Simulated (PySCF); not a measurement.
SMILES [CH2], triplet at its PBE0/def2-SVP optimised geometry (Å):

```
3

C     -0.1647    -0.3903     0.0000
H      0.9249    -0.3903     0.0000
H     -0.9249     0.3903     0.0000
```

Computed with unrestricted PBE0/def2-TZVP (PySCF). Cells within 0.4 Å of a nucleus heavier than hydrogen are left out (blank, or x).

Map of the log10 of the electron density (e/bohr³), floored at −4 on the plane z = 0.0 Å:

```
|00000000000000000000000000000|
|00000000000000000000000000000|
|00000000000000000000000000000|
|00000000000000000000000000000|
|00000000000000000000000000000|
|00000001111111110000000000000|
|00000012223322221110000000000|
|00000123334443332211100000000|
|00001234455554433322110000000|
|00012344566665544433221000000|
|00012345677776655544332100000|
|00023456788887766655443210000|
|00123456899988877666543321000|
|00123456899999888777654321000|
|0012345678999x998888765431000|
|000234567899xxx99998765432000|
|000124567789xxxx9999865432000|
|000123456789xxx99998765432000|
|00012345677899998887654321000|
|00012234567788887776654321000|
|00001234556777776665543210000|
|00001223455666666554432110000|
|00000123344555555443321100000|
|00000112334444444332211000000|
|00000011223333333221100000000|
|00000001112222222110000000000|
|00000000011111111000000000000|
|00000000000000000000000000000|
|00000000000000000000000000000|
```
Scale: ten equal steps from -4.00 (start of '0') to -0.430 (end of '9'), in the order '0123456789'; x runs from -3.00 to 3.00, y from -3.00 (bottom) to 3.00 (top).
